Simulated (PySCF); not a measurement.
# H4P (phosphonium): the cost of one run

Computed with PySCF 2.14.0, with density-fitted response routines of our own, on a single molecule in the gas phase. Atoms are numbered from 0 throughout.

### Step 1. Starting geometry

5 atoms, charge 1, multiplicity 1; geometry from: GFN2-xTB. The atoms were then displaced at random by about 0.01 Å, so the start is not that level's minimum.

Bonds of the start (Å): P0–H1 1.38, P0–H2 1.34, P0–H3 1.39, P0–H4 1.37.

### Step 2. Optimising the geometry at PBE0-D3(BJ)/def2-SVP

The job: settings as JSON, then the geometry in Å.

```
{"job": {"xc": "PBE0", "basis": "def2-SVP", "d3": "d3bj", "grid": 1, "shake": 0.01, "kind": "geom"}, "charge": 1, "multiplicity": 1}
P      0.022310    -0.024790     0.000510
H     -0.741620    -0.866860    -0.780970
H      0.315290    -0.619290     1.169690
H     -0.708240     1.128830     0.257850
H      1.145840     0.348140    -0.684960
```

Command:

```
OMP_NUM_THREADS=1 python probes_run.py task.json out
```

The driver reads the jobs from task.json and runs them one after another.

Q: Estimate the wall time and peak memory of this first job on 1 thread of Arm Neoverse V2, shared host.

About 1.1 s, with a peak of 0.24 GiB.
